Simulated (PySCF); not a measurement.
Species, as SMILES: [H][H] (H2).
Geometry (B3LYP-D3(BJ)/def2-TZVP, fixed):
```xyz
2

H      0.0000     0.0000    -0.3720
H      0.0000     0.0000     0.3720
```

Basis-set convergence of the lowest singlet excitation energy at CAM-B3LYP with PySCF. Tamm-Dancoff approximation; the state is taken by its order, and sets in which it differs in degeneracy or brightness are left out, yet its character can still change. All functions are spherical. Density fitting with generated auxiliary sets. No added dispersion term, no relativity. Reference: the value in d-aug-cc-pVTZ, 11.635 eV, itself unsure by roughly 0.011 eV (its mean distance from aug-pcseg-3, aug-cc-pVQZ, aug-pcseg-2). Deviations are taken from unrounded values.

| basis | functions |
|---|---|
| cc-pVDZ | 10 |
| aug-cc-pVDZ | 18 |
| d-aug-cc-pVDZ | 26 |
| jun-cc-pV(T+d)Z | 28 |
| aug-cc-pVTZ | 46 |
| cc-pVQZ | 60 |
| d-aug-cc-pVTZ | 64 |
| aug-cc-pVQZ | 92 |
| cc-pV5Z | 110 |
| aug-cc-pV5Z | 160 |

Question: Which is the smallest correlation-consistent set listed that can be trusted to 0.1 eV here, that is, within that of the reference together with its larger relatives (same family, alike in diffuse functions; a set with none to test it counts only in the reference's own line)?

Answer: The smallest set listed that lies within 0.1 eV of the reference with all its larger relatives (same family, alike in diffuse functions; a set with none counts only in the reference's own line) is d-aug-cc-pVDZ (26 functions, -0.051 eV off). Inside the window by cancellation, since a larger relative falls out: aug-cc-pVDZ. Value minus reference: cc-pVDZ 1.988, aug-cc-pVDZ -0.035, d-aug-cc-pVDZ -0.051, jun-cc-pV(T+d)Z 1.424, aug-cc-pVTZ 0.018, cc-pVQZ 1.050, d-aug-cc-pVTZ 0.000, aug-cc-pVQZ 0.017, cc-pV5Z 0.595, aug-cc-pV5Z 0.009 eV.
